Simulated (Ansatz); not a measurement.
# How far each method lies from UCCSDT(Q) for H3Si–AlH, doublet

Geometry: a PBE0/def2-TZVP stationary point for this spin, not checked as a minimum.

```xyz
6

Si    0.0000    0.0493    1.1585
Al    0.0000   -0.1012   -1.3138
H     0.0000    1.4304    1.7233
H     1.1989   -0.6588    1.6941
H    -1.1989   -0.6588    1.6941
H     0.0000    1.2225   -2.2207
```

Basis cc-pVDZ; Ansatz 0.2.0. Correlated methods freeze the noble-gas cores, which leaves 11 electrons in 46 orbitals. R marks a restricted (for open shells ROHF) determinant, U an unrestricted one. Active spaces: frontier = (9e, 9o) about the gap.

Full CI isn't at hand for all of this; UCCSDT(Q) serves as the reference, and is uncertain by the last step of the cluster series or more. The frozen core follows each run's orbitals, which can shift R against U totals by a few meV.

For open shells CISD is restricted-active-space CI with the open shells as a complete middle space.

* UHF ⟨S²⟩: 0.757
* T1 diagnostic (RCCSD): 0.0194
* largest doubles amplitude (RCCSD): 0.038
* T1 diagnostic (UCCSD): 0.0156

| level | E − E(UCCSDT(Q)) (mEh) | share of correlation (%) | wall time |
| --- | --- | --- | --- |
| RHF | 202.20 | 0.00 | – |
| UHF | 200.90 | 0.64 | – |
| RMP2 | 47.64 | 76.44 | – |
| UMP2 | 47.46 | 76.53 | – |
| CISD | 21.68 | 89.28 | 2.3 s |
| RCCSD | 5.96 | 97.05 | – |
| UCCSD | 5.91 | 97.08 | – |
| RCCSD(T) | 1.33 | 99.34 | 2.2 s |
| UCCSD(T) | 1.32 | 99.35 | 2 s |
| BCCD(T) | 1.30 | 99.36 | 2.4 s |
| RCCSDT | 0.20 | 99.90 | – |
| UCCSDT | 0.18 | 99.91 | – |
| RCCSDT(Q) | 0.02 | 99.99 | 32 s |
| CASSCF (frontier space) | 146.77 | 27.41 | – |
| NEVPT2 (frontier space) | 49.55 | 75.50 | 6.5 s |
| MRCISD (frontier space) | 12.74 | 93.70 | – |
| MRCISD+Q (frontier space) | 1.13 | 99.44 | 8.5 s |

The correlation energy at UCCSDT(Q), counted from RHF, is -5.502 eV. That run took 27 s on 1 thread of INTEL XEON PLATINUM 8581C, shared host.

Times hold each run's SCF and search for its determinant on a shared host, so for small cases they say little of a method's own cost; they ran on 1 thread of INTEL XEON PLATINUM 8581C.

Atomization energy (electronic, same basis, no zero-point term; atoms at the same level, unrestricted beside the R rows where the molecule is a closed shell, with restricted open-shell steps beyond CCSDT(Q)) at UCCSDT(Q): 1296.9 kJ/mol. Errors of other levels:

```csv
level,error (kJ/mol)
RHF,-214.3
UHF,-229.3
RMP2,-24.1
UMP2,-24.7
CISD,-48.4
RCCSD,-8.4
UCCSD,-9.0
RCCSD(T),-1.2
UCCSD(T),-1.4
BCCD(T),-1.2
RCCSDT,-0.4
UCCSDT,-0.4
RCCSDT(Q),0.0
```

This basis is far from its limit, so the value isn't to be set against a measured one. Truncated CI isn't size-consistent, which counts against it in atomization.
